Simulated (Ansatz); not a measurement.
Reaction (isomerisation): `CC(C)C(C)(C)C` → `CCCCC(C)C`

Calculated with Ansatz (gas phase, PBE0-D4/def2-TZVP geometries, no zero-point term in ΔE). CCSD(T)/CBS is the MP2 limit (def2-TZVPP, def2-QZVPP) plus CCSD(T) − MP2 in def2-TZVPP, frozen cores. DFT in def2-TZVPP. HSE06 is defined as in plane-wave codes. One conformer a species, not always the lowest.

`CC(C)C(C)(C)C`:

Cartesian coordinates in Å:
```
C 1.241 1.583 0.322
C 0.807 0.322 -0.416
C 1.879 -0.748 -0.244
C -0.621 -0.158 -0.048
C -0.996 -1.364 -0.911
C -1.629 0.954 -0.340
C -0.735 -0.552 1.423
H 0.558 2.419 0.162
H 1.317 1.410 1.399
H 2.229 1.898 -0.023
H 0.764 0.570 -1.486
H 1.669 -1.650 -0.822
H 1.990 -1.037 0.805
H 2.847 -0.366 -0.577
H -2.043 -1.636 -0.747
H -0.873 -1.140 -1.975
H -0.391 -2.241 -0.677
H -1.539 1.306 -1.373
H -2.649 0.586 -0.202
H -1.498 1.811 0.322
H -0.062 -1.374 1.676
H -0.512 0.287 2.086
H -1.753 -0.882 1.645
```

`CCCCC(C)C`:

```xyz
23

C     2.066    2.201    1.702
C     1.844    1.183    0.598
C     0.399    0.721    0.496
C     0.177   -0.300   -0.607
C    -1.274   -0.723   -0.819
C    -1.858   -1.417    0.403
C    -1.392   -1.616   -2.045
H     1.457    3.095    1.542
H     1.793    1.789    2.678
H     3.110    2.517    1.756
H     2.488    0.312    0.765
H     2.155    1.608   -0.364
H    -0.247    1.592    0.319
H     0.091    0.307    1.462
H     0.562    0.110   -1.549
H     0.780   -1.196   -0.401
H    -1.860    0.187   -1.005
H    -2.890   -1.727    0.221
H    -1.281   -2.315    0.648
H    -1.859   -0.771    1.283
H    -0.819   -2.539   -1.907
H    -2.431   -1.898   -2.235
H    -1.009   -1.119   -2.940
```

Task: Is it downhill or uphill in electronic energy at CCSD(T)/CBS, and by how much? (Best estimate.)

Result: The calculation gave: Uphill: ΔE = +4.6 kJ/mol.

Task: What do these levels give: PBE-D4, BLYP-D4, ωB97X-V, r2SCANh, HSE06, MP2/def2-QZVPP? (Estimate.)

Result: Ansatz gave: PBE-D4 -0.8, BLYP-D4 0.3, ωB97X-V 1.0, r2SCANh -1.8, HSE06 -9.1, MP2/def2-QZVPP 10.0 kJ/mol.

Largest T1 diagnostic among the species: 0.009.

Leaving LDA and LC-ωPBE aside and taking each functional with its dispersion term where it has one, the values, not all of them listed here, spread over 9.6 kJ/mol, from B2PLYP to revPBE-D4. LDA lies +18.0 kJ/mol from PBE without D4. In def2-TZVPP, CCSD(T) changes the Hartree–Fock value by +27.4 kJ/mol (the triples alone add +4.3 kJ/mol) and MP2 by +32.4 kJ/mol.
